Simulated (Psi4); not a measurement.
# triplet C2HClF2 at 6 levels

Aim: a comparison of 6 runs (U-r2SCAN/6-31G*, U-revPBE/6-31G*, UBLYP/6-31G*, UM06-2X/6-31G*, UM06-L/6-31G*, UTPSS/6-31G*) of triplet C2HClF2. 

The results are computed with Psi4 1.11.

**1. The system as given**

The species is C2HClF2 (6 atoms), meant as a triplet with charge 0. As SMILES of the parent species, `FC(F)=CCl`. Geometry: relaxed at PBE0-D4/def2-TZVP. That shape belongs to the parent species and isn't relaxed for this state.

Bond lengths: F1–C2 1.312 Å, C2–F3 1.305 Å, C2–C4 1.321 Å, C4–Cl5 1.706 Å, C4–H6 1.079 Å. Angles: F1–C2–F3 111.1°, F1–C2–C4 123.1°, F3–C2–C4 125.8°, C2–C4–Cl5 122.3°, C2–C4–H6 120.1°, Cl5–C4–H6 117.5°.

**2. Energy and gradient at U-r2SCAN/6-31G(d) (spherical functions) (run 1)**

Contents of c2hclf2.xyz:

```xyz
6
C2HClF2
F      0.901010    -0.810380     1.342040
C      0.267650    -0.562200     0.220370
F      0.192510    -1.632620    -0.522730
C     -0.218360     0.626770    -0.086550
Cl    -1.039010     0.926430    -1.552100
H     -0.103800     1.452000     0.598970
```

Contents of calc.py:

```python
import psi4

psi4.set_memory(2200000000)
psi4.set_num_threads(1)
psi4.core.set_output_file('run.log', False)

with open('c2hclf2.xyz') as f:
    atoms = ''.join(f.readlines()[2:])
molecule = psi4.geometry('0 3\n' + atoms + 'symmetry c1\nno_reorient\nno_com')

options = {'basis': '6-31G*', 'reference': 'uks', 'puream': True, 'e_convergence': 1e-09, 'd_convergence': 1e-08, 'scf_type': 'pk', 'dft_radial_points': 99, 'dft_spherical_points': 590, 'maxiter': 100}
psi4.set_options(options)

e, wfn = psi4.gradient("r2scan", return_wfn=True)
psi4.oeprop(wfn, "QUADRUPOLE", "MULLIKEN_CHARGES", "DIPOLE", title="R2SCAN")
print('gradient / Eh bohr^-1')
print(e.np.round(6))
print(f'energy = {wfn.energy():.10f} Eh')
```

Run with:

```bash
$ python calc.py
```

run.log:

```text
[...]
  Running in c1 symmetry.
[...]
  Nuclear repulsion =  213.574873883427898
[...]
  Multiplicity = 3
[...]
  Nalpha       = 25
  Nbeta        = 23
[...]
    Number of basis functions: 76
[...]
   @UKS iter   1:  -736.10456323780556    2.89472e-01   7.88269e-03 DIIS/ADIIS
[...]
   @UKS iter  14:  -736.31044853622507   -5.00222e-12   9.66706e-09 DIIS
[...]
   @S^2 Observed:                2.009585803E+00
[...]
  @UKS Final Energy:  -736.31044853622507
   => Energetics <=
    Nuclear Repulsion Energy =            213.5748738834278981
    One-Electron Energy =               -1441.1772626199151546
    Two-Electron Energy =                 551.6458136262665448
    DFT Exchange-Correlation Energy =     -60.3538734260044052
    Empirical Dispersion Energy =           0.0000000000000000
    VV10 Nonlocal Energy =                  0.0000000000000000
    Total Energy =                       -736.3104485362250671
[...]
  -Total Gradient:
     Atom            X                  Y                   Z
    ------   -----------------  -----------------  -----------------
       1       -0.012470648447    -0.008015957331    -0.029236881485
       2       -0.066876691304     0.171766229419    -0.037714418176
       3        0.007500686535     0.023611324720     0.028009732380
       4        0.074622979627    -0.187915243083     0.044154130011
       5       -0.005139351432     0.004284056380    -0.007840483025
       6        0.001659702848    -0.003389450951     0.001418592215
[...]
 Multipole Moments:
 ------------------------------------------------------------------------------------
     Multipole            Electronic (a.u.)      Nuclear  (a.u.)        Total (a.u.)
 ------------------------------------------------------------------------------------
 L = 1.  Multiply by 2.5417464519 to convert [e a0] to [Debye]
 Dipole X            :         14.3624952          -14.4177600           -0.0552648
 Dipole Y            :          8.7709626           -8.3115257            0.4594368
 Dipole Z            :         33.4230488          -33.2781149            0.1449339
 Magnitude           :                                                    0.4849147
 L = 2.  Multiply by 1.3450342976 to convert [e a0^2] to [Debye ang]
 Quadrupole XX       :       -120.2475839           95.4145757          -24.8330081
 Quadrupole XY       :         99.0837266          -98.6989452            0.3847814
[...]
```

Standard output:

```text
gradient / Eh bohr^-1
[[-0.012471 -0.008016 -0.029237]
 [-0.066877  0.171766 -0.037714]
 [ 0.007501  0.023611  0.02801 ]
 [ 0.074623 -0.187915  0.044154]
 [-0.005139  0.004284 -0.00784 ]
 [ 0.00166  -0.003389  0.001419]]
energy = -736.3104485362 Eh
```

Wall time 1.8 min (1 thread of Intel Xeon at 2.50GHz (Skylake/Cascade Lake), shared host); peak memory 1 GiB.

**3. Energy and gradient at U-revPBE/6-31G(d) (spherical functions) (run 2)**

Contents of c2hclf2.json:

```json
{
  "schema_name": "qcschema_input",
  "schema_version": 1,
  "molecule": {
    "schema_name": "qcschema_molecule",
    "schema_version": 2,
    "symbols": ["F", "C", "F", "C", "Cl", "H"],
    "geometry": [1.70266214, -1.53139626, 2.53608805, 0.5057852, -1.06240403, 0.41643895, 0.36379118, -3.08520467, -0.98781654, -0.4126406, 1.18442364, -0.1635558, -1.96344434, 1.75069897, -2.93304392, -0.19615357, 2.74388233, 1.13188926],
    "molecular_charge": 0,
    "molecular_multiplicity": 3,
    "fix_symmetry": "c1",
    "fix_com": true,
    "fix_orientation": true
  },
  "driver": "gradient",
  "model": {
    "method": "revpbe",
    "basis": "6-31G*"
  },
  "keywords": {
    "reference": "uks",
    "puream": true,
    "e_convergence": 1e-09,
    "d_convergence": 1e-08,
    "scf_type": "pk",
    "dft_radial_points": 99,
    "dft_spherical_points": 590,
    "maxiter": 100
  }
}
```

Run with:

```bash
$ psi4 --qcschema c2hclf2.json -n 1 --memory 2200MB
```

stdout:

```text
[...]
  Running in c1 symmetry.
[...]
  Nuclear repulsion =  213.574873855641926
[...]
  Multiplicity = 3
[...]
  Nalpha       = 25
  Nbeta        = 23
[...]
    Number of basis functions: 76
[...]
   @UKS iter   1:  -736.03645525755746    3.74451e-01   8.83285e-03 DIIS/ADIIS
[...]
   @UKS iter  15:  -736.28805486418344   -7.84439e-12   8.46102e-09 DIIS
[...]
   @S^2 Observed:                2.004944907E+00
[...]
  @UKS Final Energy:  -736.28805486418344
   => Energetics <=
    Nuclear Repulsion Energy =            213.5748738556419255
    One-Electron Energy =               -1441.2133281297747089
    Two-Electron Energy =                 551.6623176913287807
    DFT Exchange-Correlation Energy =     -60.3119182813794481
    Empirical Dispersion Energy =           0.0000000000000000
    VV10 Nonlocal Energy =                  0.0000000000000000
    Total Energy =                       -736.2880548641834366
[...]
 Multipole Moments:
 ------------------------------------------------------------------------------------
     Multipole            Electronic (a.u.)      Nuclear  (a.u.)        Total (a.u.)
 ------------------------------------------------------------------------------------
 L = 1.  Multiply by 2.5417464519 to convert [e a0] to [Debye]
 Dipole X            :         14.3599473          -14.4177599           -0.0578126
 Dipole Y            :          8.7179571           -8.3115259            0.4064313
 Dipole Z            :         33.3885782          -33.2781149            0.1104633
 Magnitude           :                                                    0.4251245
[...]
  -Total Gradient:
     Atom            X                  Y                   Z
    ------   -----------------  -----------------  -----------------
       1       -0.018729665862    -0.005677155658    -0.040383191388
       2       -0.063568380605     0.162502767223    -0.036273886469
       3        0.008129627638     0.034553141873     0.035327959550
       4        0.073863803010    -0.185140206434     0.044181480558
       5       -0.000979359229     0.001274481673    -0.001236420113
       6        0.001285712642    -0.007497456391    -0.001603856351
[...]
```

The result, in JSON:

```text
{
 "driver": "gradient",
 "model": {
  "method": "revpbe",
  "basis": "6-31G*"
 },
 "success": true,
 "return_result": [-0.01872966586150429, -0.005677155657688698, -0.04038319138761687, -0.0635683806046538, 0.16250276722308404, -0.036273886468827427, 0.00812962763833427, 0.03455314187252495, 0.03532795955011289, 0.0738638030102386, -0.18514020643362325, 0.04418148055834552, -0.0009793592289178144, 0.0012744816730559522, -0.0012364201128983454, 0.001285712642421645, -0.007497456390826079, -0.001603856351307359],
 "properties": {
  "calcinfo_nbasis": 76,
  "calcinfo_nmo": 76,
  "calcinfo_nalpha": 25,
  "calcinfo_nbeta": 23,
  "calcinfo_natom": 6,
  "nuclear_repulsion_energy": 213.57487385564193,
  "return_energy": -736.2880548641834,
  "return_gradient": [-0.01872966586150429, -0.005677155657688698, -0.04038319138761687, -0.0635683806046538, 0.16250276722308404, -0.036273886468827427, 0.00812962763833427, 0.03455314187252495, 0.03532795955011289, 0.0738638030102386, -0.18514020643362325, 0.04418148055834552, -0.0009793592289178144, 0.0012744816730559522, -0.0012364201128983454, 0.001285712642421645, -0.007497456390826079, -0.001603856351307359],
  "scf_one_electron_energy": -1441.2133281297747,
  "scf_two_electron_energy": 551.6623176913288,
  "scf_xc_energy": -60.31191828137945,
  "scf_dipole_moment": [-0.05781259948141404, 0.4064312550841347, 0.11046328335984867],
  "scf_total_energy": -736.2880548641834,
  "scf_total_gradient": [-0.01872966586150429, -0.005677155657688698, -0.04038319138761687, -0.0635683806046538, 0.16250276722308404, -0.036273886468827427, 0.00812962763833427, 0.03455314187252495, 0.03532795955011289, 0.0738638030102386, -0.18514020643362325, 0.04418148055834552, -0.0009793592289178144, 0.0012744816730559522, -0.0012364201128983454, 0.001285712642421645, -0.007497456390826079, -0.001603856351307359],
  "scf_iterations": 15
 }
}
```

Run time: 49 s. Hardware: 1 thread of Intel Xeon at 2.50GHz (Skylake/Cascade Lake), shared host; peak memory 0.89 GiB.

Runs 3 to 5 aren't shown in full; the table further down has their settings and results.

**4. The energy at UTPSS/6-31G(d) (spherical functions) (run 6)**

Contents of job.in:

```
memory 2200 MB

molecule m {
  0 3
  F
  C 1 1.311824
  F 2 1.305237 1 111.06578
  C 2 1.320627 3 125.79167 1 179.99934
  Cl 4 1.706194 2 122.32738 3 2e-05
  H 4 1.078919 2 120.12414 3 179.9992
  symmetry c1
  no_reorient
  no_com
}

set {
  basis 6-31G*
  reference uks
  puream true
  e_convergence 1e-09
  d_convergence 1e-08
  scf_type pk
  dft_radial_points 99
  dft_spherical_points 590
  maxiter 100
}

e_tot, wfn = energy('tpss', return_wfn=True)
oeprop(wfn, 'MULLIKEN_CHARGES', 'LOWDIN_CHARGES', 'QUADRUPOLE')
```

Run with:

```bash
$ psi4 -i job.in -o job.out -n 1
```

job.out:

```text
[...]
  Running in c1 symmetry.
[...]
  Nuclear repulsion =  213.574865503315152
[...]
  Multiplicity = 3
[...]
  Nalpha       = 25
  Nbeta        = 23
[...]
    Number of basis functions: 76
[...]
   @UKS iter   1:  -736.27310632156389    3.37245e-01   8.52639e-03 DIIS/ADIIS
[...]
   @UKS iter  15:  -736.50848676068824   -1.13687e-13   3.63601e-09 DIIS
[...]
   @S^2 Observed:                2.007027016E+00
[...]
  @UKS Final Energy:  -736.50848676068824
   => Energetics <=
    Nuclear Repulsion Energy =            213.5748655033151522
    One-Electron Energy =               -1441.3037727095843366
    Two-Electron Energy =                 551.7781076733502914
    DFT Exchange-Correlation Energy =     -60.5576872277693283
    Empirical Dispersion Energy =           0.0000000000000000
    VV10 Nonlocal Energy =                  0.0000000000000000
    Total Energy =                       -736.5084867606882426
[...]
 Multipole Moments:
 ------------------------------------------------------------------------------------
     Multipole            Electronic (a.u.)      Nuclear  (a.u.)        Total (a.u.)
 ------------------------------------------------------------------------------------
 L = 1.  Multiply by 2.5417464519 to convert [e a0] to [Debye]
 Dipole X            :         -0.0000097            0.0000065           -0.0000032
 Dipole Y            :         -2.2186649            2.6705527            0.4518877
 Dipole Z            :         -0.2747631            0.2748136            0.0000505
 Magnitude           :                                                    0.4518877
 L = 2.  Multiply by 1.3450342976 to convert [e a0^2] to [Debye ang]
 Quadrupole XX       :        -24.5648383            0.0000000          -24.5648382
 Quadrupole XY       :          0.0015817           -0.0015524            0.0000292
[...]
  Mulliken Charges: (a.u.)
   Center  Symbol    Alpha    Beta     Spin     Total
       1     F     4.66295  4.58123  0.08172 -0.24418
       2     C     3.13409  2.29847  0.83562  0.56743
       3     F     4.65853  4.57537  0.08316 -0.23391
       4     C     3.66089  2.73615  0.92474 -0.39704
       5    CL     8.52195  8.39450  0.12745  0.08355
       6     H     0.36158  0.41428 -0.05270  0.22414
   Total alpha = 25.00000, Total beta = 23.00000, Total charge = -0.00000
  Lowdin Charges: (a.u.)
   Center  Symbol    Alpha    Beta     Spin     Total
[...]
```

It took 1.8 min on 1 thread of Intel Xeon at 2.50GHz (Skylake/Cascade Lake), shared host; peak memory 1.1 GiB.

**5. All runs side by side**

```csv
run,level,task,energy (Eh),dipole moment (D),HOMO energy (eV),⟨S²⟩,wall time
1,U-r2SCAN/6-31G* (spherical functions),gradient,-736.310449,1.23,-1.62,2.010,1.8 min
2,U-revPBE/6-31G* (spherical functions),gradient,-736.288055,1.08,-1.00,2.005,49 s
3,UBLYP/6-31G* (spherical functions),energy,-736.404406,1.10,-0.85,2.004,35 s
4,UM06-2X/6-31G* (spherical functions),gradient,-736.333175,1.36,-3.88,2.008,1.7 min
5,UM06-L/6-31G* (spherical functions),energy,-736.418799,1.21,-1.28,2.008,71 s
6,UTPSS/6-31G* (spherical functions),energy,-736.508487,1.15,-1.26,2.007,1.8 min
```

**6. What came out**

| quantity | value |
| --- | --- |
| run 6: total energy | -736.50849 Eh |
| run 6: dipole moment | 1.15 D |
| run 6: HOMO energy (highest over α and β) | -1.26 eV |
| run 6: ⟨S²⟩ | 2.007 |

The dipole moment (its size) runs from 1.08 D (U-revPBE/6-31G*) to 1.36 D (UM06-2X/6-31G*). Totals of different functionals can't be ranked against each other. All runs together took 7.9 min, the longest 1.8 min.
